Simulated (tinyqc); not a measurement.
Coupled-perturbed Hartree-Fock on RHF in the sto-3g basis, for H3O+, spin multiplicity 1, step by step (part 1 of 2). Computed by tinyqc, a small Python program that keeps every step (integrals from PySCF). Settings: charge = 1, multiplicity = 1, basis = sto-3g, method = RHF, energy threshold = 1e-10, iteration cap = 56, orthogonalisation = canonical, start = Wolfsberg-Helmholz matrix, DIIS depth = 6. Command: `OMP_NUM_THREADS=1 python tinyqc.py 30605 30606 out.jsonl` (the two numbers bound the seeds that draw the settings). One thread of a shared host (Intel(R) Xeon(R) Processor @ 2.60GHz), about 0.2 s of CPU time with the checks. The early iterations of the SCF are left out here.

## One-electron integrals

Geometry (angstrom):

| atom | x | y | z |
|---|---|---|---|
| O | 0.000000 | 0.000000 | 0.330000 |
| H | 0.876000 | 0.000000 | 0.000000 |
| H | -0.438000 | 0.759000 | 0.000000 |
| H | -0.438000 | -0.759000 | 0.000000 |

Basis sto-3g: exponents (1/bohr^2) and contraction coefficients of normalised primitives:

| element | l (shell) | exponent | coefficient |
|---|---|---|---|
| O | s (1) | 130.709320 | 0.154329 |
| O | s (1) | 23.808861 | 0.535328 |
| O | s (1) | 6.443608 | 0.444635 |
| O | s (2) | 5.033151 | -0.099967 |
| O | s (2) | 1.169596 | 0.399513 |
| O | s (2) | 0.380389 | 0.700115 |
| O | p (3) | 5.033151 | 0.155916 |
| O | p (3) | 1.169596 | 0.607684 |
| O | p (3) | 0.380389 | 0.391957 |
| H | s (1) | 3.425251 | 0.154329 |
| H | s (1) | 0.623914 | 0.535328 |
| H | s (1) | 0.168855 | 0.444635 |

Overlap, kinetic and nuclear-attraction integrals over the contracted functions; the nuclear repulsion is the sum of Za Zb / Rab.

nuclear repulsion = 14.61047479 hartree

overlap S, lower triangle:
```
           1O 1s     1O 2s     1O 2px     1O 2py     1O 2pz     2H 1s     3H 1s     4H 1s
1O 1s   1.000000
1O 2s   0.236704  1.000000
1O 2px  0.000000  0.000000   1.000000
1O 2py  0.000000  0.000000   0.000000   1.000000
1O 2pz  0.000000  0.000000   0.000000   0.000000   1.000000
2H 1s   0.056745  0.488755   0.374962   0.000000  -0.141253  1.000000
3H 1s   0.056706  0.488560  -0.187376   0.324699  -0.141174  0.250433  1.000000
4H 1s   0.056706  0.488560  -0.187376  -0.324699  -0.141174  0.250433  0.250237  1.000000
```

kinetic energy T (hartree), lower triangle:
```
            1O 1s     1O 2s     1O 2px     1O 2py     1O 2pz     2H 1s     3H 1s     4H 1s
1O 1s   29.003200
1O 2s   -0.168011  0.808128
1O 2px   0.000000  0.000000   2.528731
1O 2py   0.000000  0.000000   0.000000   2.528731
1O 2pz   0.000000  0.000000   0.000000   0.000000   2.528731
2H 1s   -0.000931  0.139004   0.281473   0.000000  -0.106034  0.760032
3H 1s   -0.000955  0.138856  -0.140583   0.243614  -0.105919  0.008198  0.760032
4H 1s   -0.000955  0.138856  -0.140583  -0.243614  -0.105919  0.008198  0.008155  0.760032
```

nuclear attraction V (hartree), lower triangle:
```
             1O 1s       1O 2s      1O 2px      1O 2py      1O 2pz      2H 1s      3H 1s      4H 1s
1O 1s   -62.314007
1O 2s    -7.584423  -10.721882
1O 2px   -0.000014   -0.000145  -10.689504
1O 2py    0.000000    0.000000    0.000000  -10.689518
1O 2pz    0.017155    0.200146    0.000057    0.000000  -10.566025
2H 1s    -1.871127   -4.240744   -2.902125    0.000000    1.158142  -6.265249
3H 1s    -1.869808   -4.238627    1.450007   -2.512780    1.157359  -1.735757  -6.263973
4H 1s    -1.869808   -4.238627    1.450007    2.512780    1.157359  -1.735757  -1.734350  -6.263973
```

core Hamiltonian H = T + V (hartree), lower triangle:
```
             1O 1s      1O 2s     1O 2px     1O 2py     1O 2pz      2H 1s      3H 1s      4H 1s
1O 1s   -33.310808
1O 2s    -7.752434  -9.913754
1O 2px   -0.000014  -0.000145  -8.160773
1O 2py    0.000000   0.000000   0.000000  -8.160787
1O 2pz    0.017155   0.200146   0.000057   0.000000  -8.037294
2H 1s    -1.872059  -4.101740  -2.620653   0.000000   1.052108  -5.505217
3H 1s    -1.870762  -4.099771   1.309424  -2.269166   1.051440  -1.727559  -5.503941
4H 1s    -1.870762  -4.099771   1.309424   2.269166   1.051440  -1.727559  -1.726195  -5.503941
```

## Two-electron integrals

Functions are numbered as in S; the eight-fold symmetry (ij|kl) = (ji|kl) = (kl|ij) leaves the list below.

Two-electron integrals (ij|kl) in chemists' order, unique and non-zero (hartree):
```
(11|11) 4.785065    (21|11) 0.741380    (21|21) 0.136873    (22|11) 1.118947
(22|21) 0.256633    (22|22) 0.817206    (31|31) 0.024477    (32|31) 0.037809
(32|32) 0.180518    (33|11) 1.115814    (33|21) 0.256684    (33|22) 0.817023
(33|33) 0.880159    (41|41) 0.024477    (42|41) 0.037809    (42|42) 0.180518
(43|43) 0.047444    (44|11) 1.115814    (44|21) 0.256684    (44|22) 0.817023
(44|33) 0.785270    (44|44) 0.880159    (51|51) 0.024477    (52|51) 0.037809
(52|52) 0.180518    (53|53) 0.047444    (54|54) 0.047444    (55|11) 1.115814
(55|21) 0.256684    (55|22) 0.817023    (55|33) 0.785270    (55|44) 0.785270
(55|55) 0.880159    (61|11) 0.180721    (61|21) 0.033061    (61|22) 0.061517
(61|31) 0.001418    (61|32) 0.002645    (61|33) 0.061711    (61|44) 0.061401
(61|51) -0.000534   (61|52) -0.000996   (61|53) -0.000117   (61|55) 0.061445
(61|61) 0.008089    (62|11) 0.418527    (62|21) 0.097100    (62|22) 0.339873
(62|31) 0.006778    (62|32) 0.050726    (62|33) 0.348690    (62|44) 0.334285
(62|51) -0.002553   (62|52) -0.019109   (62|53) -0.005427   (62|55) 0.336329
(62|61) 0.023868    (62|62) 0.171730    (63|11) 0.273452    (63|21) 0.064294
(63|22) 0.240395    (63|31) 0.014371    (63|32) 0.093916    (63|33) 0.260757
(63|44) 0.229369    (63|51) -0.001491   (63|52) -0.012894   (63|53) -0.007805
(63|55) 0.230795    (63|61) 0.016537    (63|62) 0.147544    (63|63) 0.150524
(64|41) 0.010413    (64|42) 0.059688    (64|43) 0.010669    (64|54) -0.004019
(64|64) 0.025139    (65|11) -0.103013   (65|21) -0.024220   (65|22) -0.090560
(65|31) -0.001491   (65|32) -0.012894   (65|33) -0.090192   (65|44) -0.086406
(65|51) 0.010975    (65|52) 0.064545    (65|53) 0.012096    (65|55) -0.094982
(65|61) -0.006230   (65|62) -0.055582   (65|63) -0.047234   (65|65) 0.042933
(66|11) 0.542143    (66|21) 0.127822    (66|22) 0.510925    (66|31) 0.012069
(66|32) 0.122423    (66|33) 0.544287    (66|44) 0.490092    (66|51) -0.004547
(66|52) -0.046118   (66|53) -0.020416   (66|55) 0.497783    (66|61) 0.031738
(66|62) 0.317888    (66|63) 0.312130    (66|65) -0.117583   (66|66) 0.774606
(71|11) 0.180594    (71|21) 0.033038    (71|22) 0.061474    (71|31) -0.000708
(71|32) -0.001321   (71|33) 0.061436    (71|41) 0.001228    (71|42) 0.002289
(71|43) -0.000134   (71|44) 0.061591    (71|51) -0.000534   (71|52) -0.000995
(71|53) 0.000058    (71|54) -0.000101   (71|55) 0.061402    (71|61) 0.007953
(71|62) 0.023075    (71|63) 0.014912    (71|64) 0.000626    (71|65) -0.006026
(71|66) 0.030278    (71|71) 0.008077    (72|11) 0.418317    (72|21) 0.097052
(72|22) 0.339714    (72|31) -0.003386   (72|32) -0.025346   (72|33) 0.337726
(72|41) 0.005868    (72|42) 0.043921    (72|43) -0.006235   (72|44) 0.344932
(72|51) -0.002551   (72|52) -0.019096   (72|53) 0.002711    (72|54) -0.004697
(72|55) 0.336170    (72|61) 0.023080    (72|62) 0.139933    (72|63) 0.091130
(72|64) 0.014865    (72|65) -0.044024   (72|66) 0.214031    (72|71) 0.023840
(72|72) 0.171583    (73|11) -0.136633   (73|21) -0.032125   (73|22) -0.120119
(73|31) 0.011395    (73|32) 0.068205    (73|33) -0.126526   (73|41) -0.001713
(73|42) -0.014815   (73|43) 0.011412    (73|44) -0.118378   (73|51) 0.000745
(73|52) 0.006441    (73|53) -0.004962   (73|54) 0.001638    (73|55) -0.115323
(73|61) -0.006913   (73|62) -0.032686   (73|63) -0.001878   (73|64) -0.002742
(73|65) 0.009964    (73|66) -0.033881   (73|71) -0.008257   (73|72) -0.073696
(73|73) 0.056423    (74|11) 0.236768    (74|21) 0.055669    (74|22) 0.208152
(74|31) -0.001713   (74|32) -0.014815   (74|33) 0.200780    (74|41) 0.013375
(74|42) 0.085328    (74|43) -0.009098   (74|44) 0.223609    (74|51) -0.001291
(74|52) -0.011162   (74|53) 0.001638    (74|54) -0.006855   (74|55) 0.199840
(74|61) 0.013233    (74|62) 0.086375    (74|63) 0.055569    (74|64) 0.028611
(74|65) -0.026664   (74|66) 0.132893    (74|71) 0.014309    (74|72) 0.127705
(74|73) -0.054253   (74|74) 0.119128    (75|11) -0.102943   (75|21) -0.024204
(75|22) -0.090501   (75|31) 0.000745    (75|32) 0.006441    (75|33) -0.087296
(75|41) -0.001291   (75|42) -0.011162   (75|43) 0.001638    (75|44) -0.089189
(75|51) 0.010968    (75|52) 0.064509    (75|53) -0.006043   (75|54) 0.010472
(75|55) -0.094919   (75|61) -0.006026   (75|62) -0.044018   (75|63) -0.028065
(75|64) -0.004697   (75|65) 0.033461    (75|66) -0.073906   (75|71) -0.006221
(75|72) -0.055524   (75|73) 0.023588    (75|74) -0.040875   (75|75) 0.042887
(76|11) 0.163785    (76|21) 0.038307    (76|22) 0.144272    (76|31) 0.001076
(76|32) 0.009370    (76|33) 0.144370    (76|41) 0.001865    (76|42) 0.016233
(76|43) 0.000447    (76|44) 0.144887    (76|51) -0.001621   (76|52) -0.014117
(76|53) -0.001513   (76|54) -0.002620   (76|55) 0.143407    (76|61) 0.009311
(76|62) 0.071269    (76|63) 0.056749    (76|64) 0.006981    (76|65) -0.025930
(76|66) 0.133613    (76|71) 0.009304    (76|72) 0.071242    (76|73) -0.022318
(76|74) 0.052631    (76|75) -0.025917   (76|76) 0.035460    (77|11) 0.542000
(77|21) 0.127789    (77|22) 0.510818    (77|31) -0.006030   (77|32) -0.061178
(77|33) 0.503527    (77|41) 0.010450    (77|42) 0.106013    (77|43) -0.023458
(77|44) 0.530640    (77|51) -0.004543   (77|52) -0.046093   (77|53) 0.010199
(77|54) -0.017674   (77|55) 0.497674    (77|61) 0.030291    (77|62) 0.214088
(77|63) 0.132043    (77|64) 0.037090    (77|65) -0.073931   (77|66) 0.342220
(77|71) 0.031708    (77|72) 0.317726    (77|73) -0.155956   (77|74) 0.270253
(77|75) -0.117501   (77|76) 0.133613    (77|77) 0.774606    (81|11) 0.180594
(81|21) 0.033038    (81|22) 0.061474    (81|31) -0.000708   (81|32) -0.001321
(81|33) 0.061436    (81|41) -0.001228   (81|42) -0.002289   (81|43) 0.000134
(81|44) 0.061591    (81|51) -0.000534   (81|52) -0.000995   (81|53) 0.000058
(81|54) 0.000101    (81|55) 0.061402    (81|61) 0.007953    (81|62) 0.023075
(81|63) 0.014912    (81|64) -0.000626   (81|65) -0.006026   (81|66) 0.030278
(81|71) 0.007947    (81|72) 0.023063    (81|73) -0.007993   (81|74) 0.012598
(81|75) -0.006022   (81|76) 0.009060    (81|77) 0.030270    (81|81) 0.008077
(82|11) 0.418317    (82|21) 0.097052    (82|22) 0.339714    (82|31) -0.003386
(82|32) -0.025346   (82|33) 0.337726    (82|41) -0.005868   (82|42) -0.043921
(82|43) 0.006235    (82|44) 0.344932    (82|51) -0.002551   (82|52) -0.019096
(82|53) 0.002711    (82|54) 0.004697    (82|55) 0.336170    (82|61) 0.023080
(82|62) 0.139933    (82|63) 0.091130    (82|64) -0.014865   (82|65) -0.044024
(82|66) 0.214031    (82|71) 0.023063    (82|72) 0.139860    (82|73) -0.058392
(82|74) 0.071475    (82|75) -0.043994   (82|76) 0.059345    (82|77) 0.213969
(82|81) 0.023840    (82|82) 0.171583    (83|11) -0.136633   (83|21) -0.032125
(83|22) -0.120119   (83|31) 0.011395    (83|32) 0.068205    (83|33) -0.126526
(83|41) 0.001713    (83|42) 0.014815    (83|43) -0.011412   (83|44) -0.118378
(83|51) 0.000745    (83|52) 0.006441    (83|53) -0.004962   (83|54) -0.001638
(83|55) -0.115323   (83|61) -0.006913   (83|62) -0.032686   (83|63) -0.001878
(83|64) 0.002742    (83|65) 0.009964    (83|66) -0.033881   (83|71) -0.007993
(83|72) -0.058392   (83|73) 0.043817    (83|74) -0.029136   (83|75) 0.018085
(83|76) -0.018205   (83|77) -0.098057   (83|81) -0.008257   (83|82) -0.073696
(83|83) 0.056423    (84|11) -0.236768   (84|21) -0.055669   (84|22) -0.208152
(84|31) 0.001713    (84|32) 0.014815    (84|33) -0.200780   (84|41) 0.013375
(84|42) 0.085328    (84|43) -0.009098   (84|44) -0.223609   (84|51) 0.001291
(84|52) 0.011162    (84|53) -0.001638   (84|54) -0.006855   (84|55) -0.199840
(84|61) -0.013233   (84|62) -0.086375   (84|63) -0.055569   (84|64) 0.028611
(84|65) 0.026664    (84|66) -0.132893   (84|71) -0.012598   (84|72) -0.071475
(84|73) 0.029136    (84|74) -0.017146   (84|75) 0.021952    (84|76) -0.031549
(84|77) -0.095792   (84|81) -0.014309   (84|82) -0.127705   (84|83) 0.054253
(84|84) 0.119128    (85|11) -0.102943   (85|21) -0.024204   (85|22) -0.090501
(85|31) 0.000745    (85|32) 0.006441    (85|33) -0.087296   (85|41) 0.001291
(85|42) 0.011162    (85|43) -0.001638   (85|44) -0.089189   (85|51) 0.010968
(85|52) 0.064509    (85|53) -0.006043   (85|54) -0.010472   (85|55) -0.094919
(85|61) -0.006026   (85|62) -0.044018   (85|63) -0.028065   (85|64) 0.004697
(85|65) 0.033461    (85|66) -0.073906   (85|71) -0.006022   (85|72) -0.043994
(85|73) 0.018085    (85|74) -0.021952   (85|75) 0.033439    (85|76) -0.020969
(85|77) -0.073879   (85|81) -0.006221   (85|82) -0.055524   (85|83) 0.023588
(85|84) 0.040875    (85|85) 0.042887    (86|11) 0.163785    (86|21) 0.038307
(86|22) 0.144272    (86|31) 0.001076    (86|32) 0.009370    (86|33) 0.144370
(86|41) -0.001865   (86|42) -0.016233   (86|43) -0.000447   (86|44) 0.144887
(86|51) -0.001621   (86|52) -0.014117   (86|53) -0.001513   (86|54) 0.002620
(86|55) 0.143407    (86|61) 0.009311    (86|62) 0.071269    (86|63) 0.056749
(86|64) -0.006981   (86|65) -0.025930   (86|66) 0.133613    (86|71) 0.009060
(86|72) 0.059345    (86|73) -0.018205   (86|74) 0.031549    (86|75) -0.020969
(86|76) 0.029836    (86|77) 0.093075    (86|81) 0.009304    (86|82) 0.071242
(86|83) -0.022318   (86|84) -0.052631   (86|85) -0.025917   (86|86) 0.035460
(87|11) 0.163655    (87|21) 0.038277    (87|22) 0.144157    (87|31) -0.002150
(87|32) -0.018720   (87|33) 0.145027    (87|44) 0.144000    (87|51) -0.001620
(87|52) -0.014104   (87|53) 0.003021    (87|55) 0.143293    (87|61) 0.009060
(87|62) 0.059328    (87|63) 0.036409    (87|65) -0.020966   (87|66) 0.093025
(87|71) 0.009297    (87|72) 0.071180    (87|73) -0.034368   (87|74) 0.045614
(87|75) -0.025894   (87|76) 0.029814    (87|77) 0.133488    (87|81) 0.009297
(87|82) 0.071180    (87|83) -0.034368   (87|84) -0.045614   (87|85) -0.025894
(87|86) 0.029814    (87|87) 0.035401    (88|11) 0.542000    (88|21) 0.127789
(88|22) 0.510818    (88|31) -0.006030   (88|32) -0.061178   (88|33) 0.503527
(88|41) -0.010450   (88|42) -0.106013   (88|43) 0.023458    (88|44) 0.530640
(88|51) -0.004543   (88|52) -0.046093   (88|53) 0.010199    (88|54) 0.017674
(88|55) 0.497674    (88|61) 0.030291    (88|62) 0.214088    (88|63) 0.132043
(88|64) -0.037090   (88|65) -0.073931   (88|66) 0.342220    (88|71) 0.030270
(88|72) 0.213969    (88|73) -0.098057   (88|74) 0.095792    (88|75) -0.073879
(88|76) 0.093075    (88|77) 0.342109    (88|81) 0.031708    (88|82) 0.317726
(88|83) -0.155956   (88|84) -0.270253   (88|85) -0.117501   (88|86) 0.133613
(88|87) 0.133488    (88|88) 0.774606
```

## Orthogonalisation

S = U s U^T; canonical form X = U s^(-1/2), so that X^T S X = 1. Each column of U has its largest component positive (the first on a tie).

eigenvalues of S: 0.311785  0.398828  0.398947  0.927848  1.056003  1.350674  1.350816  2.205099

X:
```
                1          2          3          4          5          6          7          8
1O 1s   -0.327494  -0.000443   0.000000   0.752721   0.622570  -0.000073   0.000000   0.119618
1O 2s    1.379877   0.001419   0.000000  -0.147279   0.213694  -0.000125   0.000000   0.391508
1O 2px   0.001306  -0.961115   0.000000  -0.000034   0.000045   0.683818   0.000000   0.000096
1O 2py   0.000000   0.000000   0.961155   0.000000   0.000000   0.000000   0.683706   0.000000
1O 2pz  -0.366199  -0.000321   0.000000  -0.671036   0.698652  -0.000006   0.000000  -0.106346
2H 1s   -0.596333   1.026842   0.000000  -0.114250  -0.092327   0.426355   0.000000   0.302637
3H 1s   -0.594269  -0.514392  -0.889601  -0.114321  -0.092386  -0.213290   0.369350   0.302497
4H 1s   -0.594269  -0.514392   0.889601  -0.114321  -0.092386  -0.213290  -0.369350   0.302497
```

## Iteration 7 (converged): orbitals

converged F (hartree), lower triangle:
```
             1O 1s      1O 2s     1O 2px     1O 2py     1O 2pz      2H 1s      3H 1s      4H 1s
1O 1s   -20.882047
1O 2s    -5.315051  -3.036251
1O 2px   -0.000010  -0.000127  -0.957807
1O 2py    0.000000   0.000000   0.000000  -0.957783
1O 2pz    0.022678   0.142981   0.000055   0.000000  -0.952918
2H 1s    -1.291513  -1.307951  -0.646675   0.000000   0.297089  -0.972534
3H 1s    -1.290625  -1.307332   0.323133  -0.559988   0.296936  -0.509664  -0.972043
4H 1s    -1.290625  -1.307332   0.323133   0.559988   0.296936  -0.509664  -0.509269  -0.972043
```

Diagonalise F' = X^T F X, C = X C', fill 5 alpha and 5 beta electrons from the bottom; D = 2 C_occ C_occ^T. Each column has its largest component positive (the first on a tie).

F' = X^T F X (hartree), lower triangle:
```
           1         2          3           4          5          6          7          8
1  -0.278782
2  -0.000989  0.298135
3   0.000000  0.000000   0.297970
4   1.478808  0.002565   0.000000  -10.549746
5   1.175862  0.002155   0.000000   -9.135538  -9.615036
6  -0.000121  0.041552   0.000000    0.001382   0.001332  -1.139644
7   0.000000  0.000000  -0.041691    0.000000   0.000000   0.000000  -1.139631
8  -0.128460  0.000177   0.000000   -3.726933  -3.567823   0.000503   0.000000  -3.098953
```

orbital energies (hartree): MO1 -20.891099, MO2 -1.842805, MO3 -1.140843, MO4 -1.140839, MO5 -0.949015, MO6 0.140400, MO7 0.299178, MO8 0.299337

coefficients C:
```
              MO1        MO2        MO3        MO4        MO5        MO6        MO7        MO8
1O 1s    0.993883  -0.238021   0.000055   0.000000  -0.069763  -0.162540   0.000000   0.000203
1O 2s    0.028784   0.859571  -0.000281   0.000000   0.342585   1.125895   0.000000  -0.001586
1O 2px   0.000003   0.000128   0.711275   0.000000   0.000157  -0.000934   0.000000  -0.940977
1O 2py   0.000000   0.000000   0.000000   0.711258   0.000000   0.000000   0.940949   0.000000
1O 2pz  -0.003514  -0.143708  -0.000122   0.000000   0.932770  -0.439421   0.000000   0.000618
2H 1s   -0.005457   0.094108   0.396590   0.000000  -0.089439  -0.669880   0.000000   1.040219
3H 1s   -0.005454   0.094031  -0.198302   0.343429  -0.089528  -0.671532  -0.899926  -0.518836
4H 1s   -0.005454   0.094031  -0.198302  -0.343429  -0.089528  -0.671532   0.899926  -0.518836
```

D after iteration 7, lower triangle:
```
            1O 1s      1O 2s     1O 2px     1O 2py     1O 2pz      2H 1s      3H 1s     4H 1s
1O 1s    2.098649
1O 2s   -0.399776   1.714110
1O 2px   0.000002  -0.000072   1.011824
1O 2py   0.000000   0.000000   0.000000   1.011777
1O 2pz  -0.068721   0.391850   0.000081   0.000000   1.781448
2H 1s   -0.043124   0.099966   0.564165   0.000000  -0.193959   0.348338
3H 1s   -0.043134   0.100108  -0.282099   0.488533  -0.193958  -0.123517   0.348308
4H 1s   -0.043134   0.100108  -0.282099  -0.488533  -0.193958  -0.123517  -0.123465  0.348308
```

Within a degenerate level the vectors are fixed only up to a rotation; this is one choice.

## Convergence

Stop when the energy changes by less than 1e-10 hartree and every element of the error matrix X^T (F D S - S D F) X is below 3e-06.

Course of the cycle:

| iteration | E (hartree) | change | largest element of the error matrix |
|---|---|---|---|
| 1 | -75.12296645 | - | 7.47e-01 |
| 2 | -75.30291118 | -1.80e-01 | 1.30e-01 |
| 3 | -75.31485331 | -1.19e-02 | 2.01e-02 |
| 4 | -75.31528957 | -4.36e-04 | 2.94e-03 |
| 5 | -75.31530379 | -1.42e-05 | 5.33e-05 |
| 6 | -75.31530380 | -3.16e-09 | 4.08e-06 |
| 7 | -75.31530380 | -1.34e-11 | 4.59e-08 |

PySCF RHF in the same basis = -75.31530380 hartree

Converged in 7 iterations.
